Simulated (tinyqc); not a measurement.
The integration grid: Kohn-Sham B3LYP on finer and finer grids in the sto-3g basis, for H2O, spin multiplicity 1. Computed by the program tinyqc with PySCF. 

Geometry (angstrom):
```
atom,x,y,z
O,0.0000,0.0000,0.0000
H,0.0000,0.8670,0.7320
H,0.0000,-0.8670,0.7320
```

Self-consistent on each grid; the net force on the molecule should vanish.

Kohn-Sham energy on Becke grids (radial x angular points per atom):
```
grid,points,residual of the electron count,E (hartree),E - finest (mhartree),largest net force without grid terms (hartree/bohr)
10 x 14,416,-4.09e-03,-75.235847,70.309600,2.02e-02
15 x 26,1162,1.64e-02,-75.322117,-15.960048,2.95e-03
20 x 50,2980,-2.88e-05,-75.306871,-0.713999,3.75e-03
30 x 86,7726,9.68e-05,-75.306193,-0.036247,5.56e-05
50 x 194,29044,1.70e-06,-75.306160,-0.003214,8.25e-06
75 x 302,67884,3.78e-07,-75.306157,-0.000286,1.19e-06
120 x 590,212188,-1.14e-08,-75.306157,0.000000,3.41e-08
```

The energy is within 0.1 mhartree of the finest grid first at 30 x 86. The error has both signs, since quadrature is not variational. The electron count and the net force are cheap signs of a poor grid.
